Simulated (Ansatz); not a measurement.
Two shapes of singlet NH₃.

Shape 1:

```xyz
4

N    -0.0005   -0.0215    0.0765
H     0.9472    0.0340   -0.2489
H    -0.5057    0.8251   -0.2544
H    -0.4459   -0.8553   -0.2864
```

Shape 2:

```xyz
4

N     0.0003    0.0062    0.1294
H     0.9410    0.0066   -0.2892
H    -0.4779    0.8093   -0.2840
H    -0.4650   -0.8107   -0.2742
```

Basis set: STO-3G (spherical functions). Frozen core: 1 orbital. Charge 0, multiplicity 1.

Computed with Ansatz (development build ahead of 0.2.0); each method stands on the lowest determinant of its kind that the runs found.

Question: Which shape is lower in energy, and by how much in each method?

Answer:

| method | E(2) − E(1) (eV) |
| --- | --- |
| RHF | -0.081 |
| RHF-MP2 | -0.136 |

Shape 2 is lower.
